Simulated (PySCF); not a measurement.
**Working out the electron affinity of S**

S⁻ [Ne] 3s2 3p5 (2P) → S [Ne] 3s2 3p4 (3P). Calculation: PySCF 2.14, in def2-TZVPPD; the non-relativistic Hamiltonian (point nucleus). Frozen: 1s2. Energies in hartree (1 hartree = 27.21139 eV):

| part | S⁻ (lower) | S (upper) |
| --- | --- | --- |
| UHF | -397.534838 | -397.502353 |
| MP2 opposite-spin | -0.225721 | -0.197717 |
| MP2 same-spin | -0.084354 | -0.075536 |

What does Hartree-Fock give?

(-397.502353) − (-397.534838) = 0.032485 hartree = 0.884 eV.

What do MP2 and SCS-MP2 (6/5 opposite-spin, 1/3 same-spin) give?

The opposite-spin parts differ by 0.762 eV and the same-spin parts by 0.240 eV. MP2: 0.884 + (0.762) + (0.240) = 1.886 eV. SCS-MP2: 0.884 + 1.2 × (0.762) + (0.240)/3 = 1.878 eV.

A first-order spin-orbit estimate adds -0.003 eV to MP2 (valence and next inner shell), giving 1.883 eV against 2.077 eV (measured; photodetachment measurements, as compiled on the Wikipedia data page of electron affinities).

What remains against the reference includes basis incompleteness, the frozen core and correlation beyond second order.
